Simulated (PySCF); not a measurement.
PySCF single point, B3LYP/6-31G*, density fitting, COSMO implicit water (electrostatics alone), on carbonyl sulfide, COS (SMILES O=C=S), charge 0, multiplicity 1.

```python
from pyscf import gto, scf, dft
mol = gto.M(atom='''
O     -1.346431     0.000244    -0.000000
C     -0.192406    -0.000244    -0.000000
S      1.346431     0.000199     0.000000
''', basis='6-31G*', charge=0, spin=0, verbose=3)
mf = dft.RKS(mol, xc='B3LYP')
mf = mf.density_fit()
mf = mf.PCM()
mf.with_solvent.method = 'COSMO'
mf.with_solvent.eps = 78.4
mf.max_cycle = 100
e = mf.kernel()
print('converged', mf.converged)
print('E_total', e)
print('nao', mol.nao)
print('HOMO', mf.mo_energy[mf.mo_occ > 0].max())
mf.dip_moment()
```

Output:

```

WARN: PCM is an experimental feature. It is still in testing.
Features and APIs may be changed in the future.

converged SCF energy = -511.53047418922
converged True
E_total -511.5304741892197
nao 46
HOMO -0.301501392156453
Dipole moment(X, Y, Z, Debye):  0.57440, -0.00064,  0.00000
```

The total energy is -13919.45 eV, -0.04 eV from the same level's vacuum run.
